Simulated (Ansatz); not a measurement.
# CH7N: the cost of one run

The runs use Ansatz 0.2.0, Gaussian basis; PBE-D4/def2-SVPD.

1 further run of the same task is left out (it didn't finish).

### Step 1. The system as given

The start, a pair relaxed at PBE0-D4: SMILES `CN.[H][H]`, 9 atoms, charge 0, spin multiplicity 1.

Atoms are counted from 1 here; the program's logs count them from 0.

Bond lengths: C1–N2 1.453 Å, C1–H3 1.099 Å, C1–H4 1.092 Å, C1–H5 1.092 Å, N2–H6 1.012 Å, N2–H7 1.012 Å, H8–H9 0.751 Å. Angles: N2–C1–H3 115.2°, N2–C1–H4 109.3°, N2–C1–H5 109.3°, H3–C1–H4 107.8°, H3–C1–H5 107.8°, H4–C1–H5 106.9°, C1–N2–H6 110.8°, C1–N2–H7 110.8°, H6–N2–H7 106.9°.

As a file:

| atom | x (Å) | y (Å) | z (Å) |
| --- | --- | --- | --- |
| C1 | -0.58992 | -0.35851 | -0.69743 |
| N2 | 0.46688 | 0.58700 | -0.38049 |
| H3 | -0.92661 | -0.35126 | -1.74384 |
| H4 | -1.45750 | -0.15656 | -0.06530 |
| H5 | -0.25284 | -1.37029 | -0.46133 |
| H6 | 0.17248 | 1.53470 | -0.57741 |
| H7 | 1.28833 | 0.41046 | -0.94409 |
| H8 | 0.62909 | -0.28176 | 2.78501 |
| H9 | 0.67008 | -0.01368 | 2.08488 |

### Step 2. Dynamics

The input, md/in.yaml:

```yaml
crystal:
  periodic: [false, false, false]
  atoms:
    - {symbol: C, position_ang: [-0.589921, -0.358512, -0.697432]}
    - {symbol: N, position_ang: [0.466881, 0.586998, -0.380488]}
    - {symbol: H, position_ang: [-0.926611, -0.351261, -1.743842]}
    - {symbol: H, position_ang: [-1.457496, -0.156560, -0.065295]}
    - {symbol: H, position_ang: [-0.252838, -1.370292, -0.461332]}
    - {symbol: H, position_ang: [0.172485, 1.534704, -0.577413]}
    - {symbol: H, position_ang: [1.288333, 0.410464, -0.944089]}
    - {symbol: H, position_ang: [0.629088, -0.281765, 2.785013]}
    - {symbol: H, position_ang: [0.670080, -0.013677, 2.084877]}
basis:
  gaussian: {orbitals: def2-SVPD}
hamiltonian: {xc: pbe, dispersion: d4}
md: {n_steps: 40, timestep: 0.25, temperature: 300, ensemble: nve, seed: 505, initial_velocities: maxwell_boltzmann}
```

Launch:

```
> ansatz run in.yaml --threads 2 --pin off --events-out ev --progress --plain --max-ram 5222MiB
```

**Question.** How long does this run take on 2 threads of Arm Neoverse V1, shared host?

About 39 s.
